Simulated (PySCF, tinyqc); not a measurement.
Worked calculation: RHF in the sto-6g basis, for BH, spin multiplicity 1. The lowest restricted solution is unstable here: a spin-polarised one lies 0.0945 hartree lower (PySCF). One step of it, computed by the program tinyqc.

Question. Iteration 4: diagonalisation and new density. Diagonalise F' = X^T F X, C = X C', fill 3 alpha and 3 beta electrons from the bottom; D = 2 C_occ C_occ^T; the new density keeps 0.2 of the old one (damping). Each column has its largest component positive (the first on a tie).

Fock matrix F (hartree), order 1B 1s, 1B 2s, 1B 2px, 1B 2py, 1B 2pz, 2H 1s:
$$\begin{pmatrix}
-7.120535 & -2.014337 & 0.000000 & 0.000000 & -0.001850 & -0.031583 \\
-2.014337 & -0.692242 & 0.000000 & 0.000000 & -0.027511 & -0.122744 \\
0.000000 & 0.000000 & 0.150520 & 0.189199 & 0.000000 & 0.000000 \\
0.000000 & 0.000000 & 0.189199 & 0.312852 & 0.000000 & 0.000000 \\
-0.001850 & -0.027511 & 0.000000 & 0.000000 & 0.440690 & -0.068019 \\
-0.031583 & -0.122744 & 0.000000 & 0.000000 & -0.068019 & -0.188647
\end{pmatrix}$$

X, order 1B 1s, 1B 2s, 1B 2px, 1B 2py, 1B 2pz, 2H 1s:
$$\begin{pmatrix}
-0.777670 & 0.272075 & 0.000000 & 0.000000 & -0.247092 & 0.579682 \\
0.826808 & -0.100528 & 0.000000 & 0.000000 & -0.108622 & 0.615346 \\
0.000000 & 0.000000 & 0.150215 & 0.988653 & 0.000000 & 0.000000 \\
0.000000 & 0.000000 & 0.988653 & -0.150215 & 0.000000 & 0.000000 \\
0.119596 & 0.737225 & 0.000000 & 0.000000 & 0.668146 & 0.095158 \\
-0.293737 & -0.703123 & 0.000000 & 0.000000 & 0.620469 & 0.236104
\end{pmatrix}$$

D after iteration 3, order 1B 1s, 1B 2s, 1B 2px, 1B 2py, 1B 2pz, 2H 1s:
$$\begin{pmatrix}
2.083744 & -0.381688 & 0.000000 & 0.000000 & 0.003777 & -0.147206 \\
-0.381688 & 1.459809 & 0.000000 & 0.000000 & -0.015432 & 0.511094 \\
0.000000 & 0.000000 & 1.418480 & -0.882243 & 0.000000 & 0.000000 \\
0.000000 & 0.000000 & -0.882243 & 0.661520 & 0.000000 & 0.000000 \\
0.003777 & -0.015432 & 0.000000 & 0.000000 & 0.000898 & 0.007092 \\
-0.147206 & 0.511094 & 0.000000 & 0.000000 & 0.007092 & 0.488501
\end{pmatrix}$$

overlap S, order 1B 1s, 1B 2s, 1B 2px, 1B 2py, 1B 2pz, 2H 1s:
$$\begin{pmatrix}
1.000000 & 0.264891 & 0.000000 & 0.000000 & 0.000000 & 0.004207 \\
0.264891 & 1.000000 & 0.000000 & 0.000000 & 0.000000 & 0.086953 \\
0.000000 & 0.000000 & 1.000000 & 0.000000 & 0.000000 & 0.000000 \\
0.000000 & 0.000000 & 0.000000 & 1.000000 & 0.000000 & 0.000000 \\
0.000000 & 0.000000 & 0.000000 & 0.000000 & 1.000000 & 0.114019 \\
0.004207 & 0.086953 & 0.000000 & 0.000000 & 0.114019 & 1.000000
\end{pmatrix}$$

Give: F' = X^T F X; orbital energies; coefficients C; D after iteration 4.

Answer.

F' = X^T F X (hartree):
$$\begin{pmatrix}
-2.1542 & 1.0114 & 0.0000 & 0.0000 & -1.0546 & 2.8795 \\
1.0114 & -0.2091 & 0.0000 & 0.0000 & 0.7724 & -1.1913 \\
0.0000 & 0.0000 & 0.3654 & 0.1566 & 0.0000 & 0.0000 \\
0.0000 & 0.0000 & 0.1566 & 0.0980 & 0.0000 & 0.0000 \\
-1.0546 & 0.7724 & 0.0000 & 0.0000 & -0.4525 & 1.4200 \\
2.8795 & -1.1913 & 0.0000 & 0.0000 & 1.4200 & -4.1492
\end{pmatrix}$$

orbital energies (hartree): MO1 -7.1231, MO2 -0.2621, MO3 -0.0429, MO4 0.0258, MO5 0.4376, MO6 0.4631

coefficients C, order 1B 1s, 1B 2s, 1B 2px, 1B 2py, 1B 2pz, 2H 1s:
$$\begin{pmatrix}
0.9946 & -0.1705 & -0.2401 & 0.0000 & 0.0000 & -0.0002 \\
0.0198 & 0.5893 & 0.8582 & 0.0000 & 0.0000 & 0.0029 \\
0.0000 & 0.0000 & 0.0000 & 0.8349 & 0.5503 & 0.0000 \\
0.0000 & 0.0000 & 0.0000 & -0.5503 & 0.8349 & 0.0000 \\
0.0004 & 0.0641 & -0.0349 & 0.0000 & 0.0000 & 1.0040 \\
-0.0012 & 0.7644 & -0.6341 & 0.0000 & 0.0000 & -0.1868
\end{pmatrix}$$

D after iteration 4, order 1B 1s, 1B 2s, 1B 2px, 1B 2py, 1B 2pz, 2H 1s:
$$\begin{pmatrix}
2.1382 & -0.5352 & 0.0000 & 0.0000 & -0.0026 & 0.0036 \\
-0.5352 & 2.0266 & 0.0000 & 0.0000 & 0.0095 & -0.0478 \\
0.0000 & 0.0000 & 0.2837 & -0.1764 & 0.0000 & 0.0000 \\
0.0000 & 0.0000 & -0.1764 & 0.1323 & 0.0000 & 0.0000 \\
-0.0026 & 0.0095 & 0.0000 & 0.0000 & 0.0087 & 0.1152 \\
0.0036 & -0.0478 & 0.0000 & 0.0000 & 0.1152 & 1.6761
\end{pmatrix}$$
